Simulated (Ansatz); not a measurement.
The input, for Ansatz 0.2.0:

```yaml
crystal:
  periodic: [false, false, false]
  atoms:
    - {symbol: P, position_ang: [0.000000, 0.000000, 0.000000]}
    - {symbol: Be, position_ang: [0.000000, 0.000000, 5.532000]}
basis:
  gaussian: {orbitals: "6-31G*"}
total_charge: 1
magnetization: {spin_polarized: true, initial_magnetization: 0}
hamiltonian: {xc: hf}
output: {forces: true, orbitals: {seedname: orbitals}}
```

```sh
$ ansatz run in.yaml --threads 1 --pin off --events-out ev --progress --plain --max-ram 2393MiB
```

The program prints:

```
304 factors; integrals over basis functions are off by at most 4.7e-4 eV
mean field evaluation 1: about -9641.9747 eV, gradient 1.5e1 eV
mean field evaluation 2: about -9641.9777 eV, gradient 1.5e1 eV
mean field evaluation 4: about -9653.8749 eV, gradient 9.7e0 eV
mean field evaluation 8: about -9654.9292 eV, gradient 3.8e-1 eV
mean field evaluation 16: about -9655.2118 eV, gradient 1.8e0 eV
mean field evaluation 32: about -9658.1659 eV, gradient 4.9e-2 eV
mean field evaluation 64: about -9657.9654 eV, gradient 2.0e0 eV
mean field evaluation 96: about -9658.1639 eV, gradient 2.6e-2 eV
mean field evaluation 128: about -9658.1659 eV, gradient 3.0e-4 eV
mean field evaluation 160: about -9658.1651 eV, gradient 2.8e-3 eV
mean field evaluation 192: about -9658.1653 eV, gradient 3.3e-2 eV
mean field evaluation 224: about -9658.1654 eV, gradient 2.6e-3 eV
mean field evaluation 256: about -9658.1654 eV, gradient 4.4e-2 eV
mean field evaluation 288: about -9655.9878 eV, gradient 7.8e0 eV
mean field evaluation 320: about -9658.1638 eV, gradient 5.0e-2 eV
mean field evaluation 352: about -9655.5981 eV, gradient 1.6e0 eV
mean field evaluation 384: about -9653.8859 eV, gradient 9.7e0 eV
mean field -9658.16624135 eV, -354.9310628293 hartree, gradient 2.3e-10 eV, S^2 2.020587; 9 other end points of the search recorded, 0 dependent functions left out
the calculation of the forces begins
reference -9658.16624135 eV, -354.9310628293 hartree; 9, 9 occupied and 25, 25 virtual orbitals, 304 factors
Total energy: -9658.16624135 eV, -354.9310628293 hartree
Atom 0 at     0.000000     0.000000     0.000000 Å, force     0.000000     0.000000     0.021901 eV/Å
Atom 1 at     0.000000     0.000000     5.532000 Å, force    -0.000000     0.000000    -0.021901 eV/Å
Dipole moment:    -0.001365    -0.000000     4.295640 e Å
```

Forces (eV/Å):
```
P    0.000  0.000  0.022
Be   0.000  0.000 -0.022
```

Ran on 1 thread of Arm Neoverse V2, shared host: 0.9 s wall, 0.17 GiB peak host memory.
